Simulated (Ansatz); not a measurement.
Reaction (formal hydrolysis of the Si–Si bond): `[AlH2][SiH2][SiH3]` + H₂O → `O[SiH2][AlH2]` + SiH₄

Gas-phase electronic energies from Ansatz, PBE0-D4/def2-TZVP geometries. CBS: MP2 limit from def2 TZ/QZ plus the TZ coupled-cluster correction, frozen cores. This one scheme is used for every species. One conformer a species, not always the lowest.

`[AlH2][SiH2][SiH3]`:

```xyz
10

Al    2.039   -0.864   -0.169
Si    0.242    0.732   -0.630
Si   -1.678    0.124    0.568
H     3.018   -0.634    1.059
H     2.196   -2.171   -1.058
H    -0.125    0.764   -2.077
H     0.603    2.121   -0.222
H    -2.809    1.058    0.320
H    -2.104   -1.249    0.181
H    -1.382    0.118    2.028
```

H₂O:

Z-matrix (Å, degrees):
```
O
H 1 0.960
H 1 0.960 2 105.1
```

`O[SiH2][AlH2]`:

Cartesian coordinates in Å:
```
O 1.796 -0.418 0.245
Si 0.329 0.249 0.645
Al -1.286 -0.229 -1.148
H 2.513 -0.298 0.869
H -0.148 -0.286 1.961
H 0.467 1.725 0.868
H -2.778 0.298 -0.985
H -0.892 -1.040 -2.455
```

SiH₄:

```xyz
5

Si    0.000    0.000    0.000
H    -0.250    0.817    1.214
H     0.387    0.890   -1.124
H    -1.234   -0.743   -0.359
H     1.097   -0.963    0.269
```

```json
{"species": "`[AlH2][SiH2][SiH3]`", "CCSD(T)/CBS(def2) energy (Eh)": "-824.34741"}
{"species": "H₂O", "CCSD(T)/CBS(def2) energy (Eh)": "-76.37941"}
{"species": "`O[SiH2][AlH2]`", "CCSD(T)/CBS(def2) energy (Eh)": "-609.28590"}
{"species": "SiH₄", "CCSD(T)/CBS(def2) energy (Eh)": "-291.46306"}
```

Work out ΔE.

ΔE = (-609.28590) + (-291.46306) − (-824.34741) − (-76.37941) = -0.02214 Eh = -58.1 kJ/mol.

What do rigid-rotor, harmonic-oscillator terms from PBE0-D4/def2-TZVP frequencies (298.15 K, 1 bar) make of the CCSD(T)/CBS value? (Estimate.)

The calculation gave: ΔZPE = -2.7 kJ/mol, ΔH = -63.9 kJ/mol, ΔS = -20 J/(mol·K), ΔG = -57.9 kJ/mol.

Largest T1 diagnostic among the species: 0.013.

From BLYP to BHLYP (50 % exact exchange), in def2-TZVPP and without D4, ΔE moves by −10.0 kJ/mol. The D4 term adds +6.0 kJ/mol with B3LYP and +3.5 kJ/mol with PBE0; it sums over pairs of atoms, weighted by their polarisabilities, and B3LYP, whose exchange is more repulsive, gets the larger term.

B3LYP here is the variant with VWN-RPA as its local correlation; programs differ in this.
